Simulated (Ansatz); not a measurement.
Results of PBE (Ansatz, a quantum-chemistry and plane-wave program, plane waves, PAW) for 1T (CdI2-type) TiTe₂.

Run with plane-wave cutoff 500 eV, 12×12×6 k mesh (along the axes of the cell as run), Fermi–Dirac smearing 0.05 eV, no spin polarisation, scalar-relativistic PAW data made under PBE.

Computed at the level's own relaxed cell.

**Question.** Predict the volume per atom, equilibrium lattice constant a and c axis length.

**Answer.** 
volume per atom: 28.22 Å³/atom
equilibrium lattice constant a: 3.771 Å
c axis length: 6.874 Å

The run finds no gap.

Note: the cell comes from a level without a dispersion term, which matters for the spacing of layers, chains or molecules; the volume lies 5 % above that of the published cell; the cell has widely spaced layers and the level no dispersion term, so their spacing and the moduli can rest on weak binding.

Spin–orbit coupling is not included.

Static lattice: no zero-point or thermal effects.

The result took roughly 2.3 core-minutes.
